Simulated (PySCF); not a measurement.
# C3H7OP: the cost of one run

Computed with PySCF 2.14.0, with density-fitted response routines of our own, on a single molecule in the gas phase. Atoms are numbered from 0 throughout.

## 1. The molecule as given

12 atoms, charge 0, multiplicity 1; geometry from: GFN2-xTB.

Bonds of the start (Å): C0–P1 1.86, P1–C2 1.86, C2–C3 1.50, C2–O4 1.20, C0–H5 1.09, C0–H6 1.09, C0–H7 1.09, P1–H8 1.40, C3–H9 1.09, C3–H10 1.09, C3–H11 1.09.

## 2. Excited states and response: PBE0/def2-SVPD

What the job is given:

```
{"job": {"kind": "uv", "xc": "PBE0", "basis": "def2-SVPD", "nstates": 8, "ntriplets": 3}, "charge": 0, "multiplicity": 1}
C     -1.640014     0.194419    -0.244810
P     -0.340715     1.426163     0.244541
C      0.996119     0.245845     0.768917
C      1.428074    -0.750031    -0.270784
O      1.506088     0.352208     1.854151
H     -1.725571    -0.612204     0.480586
H     -1.405995    -0.212243    -1.226745
H     -2.588990     0.722512    -0.311955
H     -0.791090     1.628312     1.549424
H      2.403947    -1.160156    -0.020126
H      0.704864    -1.564166    -0.306247
H      1.454481    -0.271346    -1.248820
```

Level: TDDFT PBE0/def2-SVPD, vertical, gas phase, core orbitals frozen in the response.

Started as:

```
$ OMP_NUM_THREADS=1 python probes_run.py task.json out
```

One launch serves the whole session: the jobs run in the order shown.

**Question.** How long does this first job take on 1 thread of Arm Neoverse V1, shared host, and how much memory does it need?

About 21 s, with a peak of 0.69 GiB.
